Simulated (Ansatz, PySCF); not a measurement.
Gas-phase reaction in SMILES: [CH2]C(N)=O → CC([NH])=O

Quantity: isomerisation energy (electronic), in kcal/mol. Set-up: frozen cores in correlated levels; open shells spin-unrestricted; no spin-orbit coupling; 6-311+G** with 5d; LANL2DZ all-electron up to Ne; no dispersion term unless named; non-relativistic; 6-31G* and kin with 6d, 5d where marked. Ab initio and DFT rows: single points at B3LYP-D3(BJ) geometries (Ansatz, a quantum-chemistry and plane-wave program). A UHF reference is markedly spin-contaminated in at least one set, which strains HF and MP2.

```tsv
level	program	isomerisation energy (electronic) (kcal/mol)
HF/STO-3G	Ansatz	-11.8
HF/3-21G	Ansatz	12.1
PBE/LANL2DZ	Ansatz	14.6
PBE/def2-SVP	Ansatz	11.0
BLYP/6-31G*	Ansatz	6.5
B3LYP/6-31+G*	Ansatz	11.2
B3LYP/cc-pVDZ	Ansatz	10.8
M06-2X/6-31G* (5d)	PySCF	12.1
M06-2X/6-311+G**	PySCF	15.5
B2PLYP-D3(BJ)/def2-TZVPD	Ansatz + dftd3	14.6
```

No value to compare with is used here. The 9 habitual levels span -11.8 (HF/STO-3G) to 15.5 kcal/mol (M06-2X/6-311+G**); B2PLYP-D3(BJ)/def2-TZVPD gives 14.6.

The levels are drawn from those run, B3LYP/6-31G* more often than the rest, none by its result; runs whose electronic state is in doubt are left out.
